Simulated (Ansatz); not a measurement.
# SiBCl (SMILES B#[Si]Cl): one structure at several levels

An exercise on one series of results from a longer session: the logs are not shown, and one member is left open.

Method: single points in def2-TZVPP; program: Ansatz 0.2.0, Gaussian basis.

Cores are frozen in the correlated methods.

1 further run of the same task is left out (it didn't finish).

## The starting structure

SMILES `B#[Si]Cl`, 3 atoms, charge 0, spin multiplicity 1.

Atoms are counted from 1 here; the program's logs count them from 0.

Bond lengths: B1–Si2 1.933 Å, Si2–Cl3 2.023 Å. Angles: B1–Si2–Cl3 171.7°.

Coordinates:

```xyz
3

B    -1.5784    0.9229   -0.7605
Si   -0.0763   -0.0633   -0.0472
Cl    1.6005   -0.8352    0.7809
```

Set-up of the first run:

run/in.yaml

```yaml
crystal:
  periodic: [false, false, false]
  atoms:
    - {symbol: B, position_ang: [-1.578373, 0.922877, -0.760470]}
    - {symbol: Si, position_ang: [-0.076258, -0.063261, -0.047237]}
    - {symbol: Cl, position_ang: [1.600457, -0.835215, 0.780898]}
basis:
  gaussian: {orbitals: def2-TZVPP}
hamiltonian: {xc: pbe, dispersion: d4}
output: {forces: true}
```

Run with:

```console
$ ansatz run in.yaml --threads 2 --pin off --events-out ev --progress --plain --max-ram 3481MiB
```

Among the steps run: PBE-D4/def2-TZVPP; r2SCAN-D4/def2-TZVPP; PBE0-D4/def2-TZVPP; wB97M-V/def2-TZVPP; CCSD(T)/def2-TZVPP.

One of the session's tables, all rows but one given; the rest of the session is left out.

```
   method  RMS force component (eV/Å)  angle to CCSD(T) forces (°)  dipole (D)
   PBE-D4                           ?                            ?           ?
r2SCAN-D4                       0.564                          3.8        1.94
  PBE0-D4                       0.534                         10.7        1.86
  wB97M-V                       0.546                         16.7        1.89
  CCSD(T)                       0.620                    reference        1.52
```

Estimate the missing values for PBE-D4.

**Answer.** RMS force component (eV/Å): 0.604; angle to CCSD(T) forces (°): 12.6; dipole (D): 1.86. In the column «RMS force component (eV/Å)» it lies between r2SCAN-D4 (0.564) and CCSD(T) (0.620).

To keep in mind: The reference is not at the basis limit: in triple zeta CCSD(T) underbinds, which counts against methods that bind more; the gaps are no ranking. The T1 diagnostic is large here, over the usual mark for main-group molecules (transition-metal compounds often pass it harmlessly), so CCSD(T) itself may be off.
